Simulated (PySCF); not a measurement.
C4H6F2.
Structure used (PBE0-D3(BJ)/def2-SVP), in Å, numbered top down from 1:
```xyz
12
C4H6F2 angstrom
C     -1.645   -0.021   -0.142
C     -0.272   -0.688   -0.152
C      0.773    0.102    0.570
C      1.864    0.601    0.003
F      2.186    0.467   -1.266
F      2.785    1.298    0.628
H     -2.001    0.147    0.887
H     -2.391   -0.647   -0.654
H     -1.615    0.956   -0.646
H      0.053   -0.863   -1.189
H     -0.351   -1.685    0.315
H      0.655    0.306    1.638
```

Jobs on this species (12 atoms, 48 electrons) with PySCF (density fitting). Hardware of each: one thread of an Intel Xeon Platinum 8259CL at 2.50 GHz, no GPU (shared host). Other jobs ran on the host; a repeat could differ by tens of per cent or more. Peak memory is the resident size of the whole Python process, interpreter and libraries included.

```json
{"level and settings": "delta-SCF UKS HF, pcX-2 on the ionised atom, pcseg-1 elsewhere, spin-free X2C", "work": "ΔSCF core ionisation, 6 holes", "basis functions": "145", "SCF cycles": "?", "wall time": "?", "peak memory": "?"}
{"level and settings": "delta-SCF UKS SCAN, pcX-1 on the ionised atom, pcseg-1 elsewhere, spin-free X2C", "work": "ΔSCF core ionisation, 6 holes", "basis functions": "124", "SCF cycles": "?", "wall time": "?", "peak memory": "?"}
{"level and settings": "delta-SCF UKS SCAN, def2-TZVP on the ionised atom, pcseg-1 elsewhere, spin-free X2C", "work": "ΔSCF core ionisation, 6 holes", "basis functions": "131", "SCF cycles": "106", "wall time": "44 s", "peak memory": "0.55 GiB"}
{"level and settings": "delta-SCF UKS SCAN, pcX-2 on the ionised atom, pcseg-1 elsewhere, non-relativistic", "work": "ΔSCF core ionisation, 6 holes", "basis functions": "145", "SCF cycles": "107", "wall time": "41 s", "peak memory": "0.55 GiB"}
{"level and settings": "PBE0-D3(BJ)/def2-SVP, grid level 1", "work": "geometry optimisation from a GFN2-xTB start shaken at random", "basis functions": "114", "SCF cycles": "62", "wall time": "49 s", "peak memory": "0.47 GiB"}
{"level and settings": "delta-SCF UKS SCAN, pcX-2 on the ionised atom, pcseg-1 elsewhere, spin-free X2C", "work": "ΔSCF core ionisation, 6 holes", "basis functions": "145", "SCF cycles": "107", "wall time": "45 s", "peak memory": "0.55 GiB"}
{"level and settings": "delta-SCF UKS PBE, pcX-2 on the ionised atom, pcseg-1 elsewhere, spin-free X2C", "work": "ΔSCF core ionisation, 6 holes", "basis functions": "145", "SCF cycles": "101", "wall time": "33 s", "peak memory": "0.55 GiB"}
{"level and settings": "delta-SCF UKS B3LYP, pcX-2 on the ionised atom, pcseg-1 elsewhere, spin-free X2C", "work": "ΔSCF core ionisation, 6 holes", "basis functions": "145", "SCF cycles": "93", "wall time": "49 s", "peak memory": "0.57 GiB"}
{"level and settings": "delta-SCF UKS PBE0, pcX-2 on the ionised atom, pcseg-1 elsewhere, spin-free X2C", "work": "ΔSCF core ionisation, 6 holes", "basis functions": "145", "SCF cycles": "93", "wall time": "49 s", "peak memory": "0.55 GiB"}
```

Task: Fill in the missing figures.

Result: 
- delta-SCF UKS HF, pcX-2 on the ionised atom, pcseg-1 elsewhere, spin-free X2C; ΔSCF core ionisation, 6 holes: 29 s, 0.55 GiB, 107 SCF cycles
- delta-SCF UKS SCAN, pcX-1 on the ionised atom, pcseg-1 elsewhere, spin-free X2C; ΔSCF core ionisation, 6 holes: 41 s, 0.55 GiB, 106 SCF cycles

Task: What do all jobs in the table cost together?

Result: About 6.3 min; the longest takes about 13 % of that, and about 1.7 times as long as the shortest.
